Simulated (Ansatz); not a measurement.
**CH3BO: basis-set convergence**

The task here is to estimate one member of a computed series from the others.

The runs use Ansatz 0.2.0, Gaussian basis; one geometry, several basis sets.

Levels to be run: PBE0-D4/def2-SVP; ωB97M-V/def2-SVP; PBE0-D4/def2-QZVPP; ωB97M-V/def2-QZVPP; the functionals' def2-TZVPP values are taken from earlier runs.

1 further run of the same task is left out (it didn't finish).

## Structure used throughout

All runs share one geometry, relaxed beforehand with PBE0-D4 in a triple-zeta def2 set.

SMILES `BC=O`, 6 atoms, charge 0, spin multiplicity 1.

Atoms are counted from 1 here; the program's logs count them from 0.

Bond lengths: B1–C2 1.538 Å, B1–H4 1.192 Å, B1–H5 1.192 Å, C2–O3 1.221 Å, C2–H6 1.103 Å. Angles: C2–B1–H4 118.5°, C2–B1–H5 118.5°, H4–B1–H5 122.4°, B1–C2–O3 96.8°, B1–C2–H6 141.2°, O3–C2–H6 122.0°.

Coordinates:

```mol
CH3BO
  3D, bonds by distance, orders not assigned

  6  5  0  0  0  0  0  0  0  0999 V2000
   -0.4628    0.0458   -0.5965 B   0  0
    0.3955   -0.2751    0.6383 C   0  0
    1.0438    0.7599    0.6373 O   0  0
   -0.0274   -0.2156   -1.6750 H   0  0
   -1.4593    0.6826   -0.4464 H   0  0
    0.5522   -1.0618    1.3962 H   0  0
  1  2  8  0
  2  3  8  0
  1  4  8  0
  1  5  8  0
  2  6  8  0
M  END
```

The first run:

File in.yaml:

```yaml
crystal:
  periodic: [false, false, false]
  atoms:
    - {symbol: B, position_ang: [-0.462827, 0.045822, -0.596545]}
    - {symbol: C, position_ang: [0.395503, -0.275138, 0.638310]}
    - {symbol: O, position_ang: [1.043814, 0.759915, 0.637263]}
    - {symbol: H, position_ang: [-0.027435, -0.215556, -1.675031]}
    - {symbol: H, position_ang: [-1.459290, 0.682633, -0.446357]}
    - {symbol: H, position_ang: [0.552234, -1.061776, 1.396161]}
basis:
  gaussian: {orbitals: def2-SVP}
hamiltonian: {xc: pbe0, dispersion: d4}
output: {orbitals: {seedname: orbitals}}
```

Command:

```console
> ansatz run in.yaml --threads 2 --pin off --events-out ev --progress --plain --max-ram 4352MiB
```

Among the steps run: PBE0-D4 in def2-SVP; ωB97M-V in def2-SVP; PBE0-D4 in def2-QZVPP; ωB97M-V in def2-QZVPP.

One of the session's tables, all rows but one given; the rest of the session is left out.

```
functional       basis  HOMO (eV)
   PBE0-D4    def2-SVP      -7.73
   PBE0-D4  def2-TZVPP      -7.80
   PBE0-D4  def2-QZVPP      -7.82
   ωB97M-V    def2-SVP     -10.05
   ωB97M-V  def2-TZVPP          ?
   ωB97M-V  def2-QZVPP     -10.16
```

Estimate the missing values for ωB97M-V, def2-TZVPP.

As computed: HOMO (eV): -10.14. In the column «HOMO (eV)» it lies between ωB97M-V, def2-QZVPP (-10.16) and ωB97M-V, def2-SVP (-10.05).
